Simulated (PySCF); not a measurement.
A structure optimised at ωB97X-D3(BJ)/def2-TZVPD, used in a PySCF frequency run:

```xyz
4

C      0.0000     0.0000     0.5982
C      0.0000     0.0000    -0.5982
H      0.0000     0.0000     1.6644
H      0.0000     0.0000    -1.6644
```

Write its SMILES, formula and point group.

C#C, C2H2, D∞h

What are its rotational constants (standard atomic weights)?

35.638 GHz (linear rotor, B only)
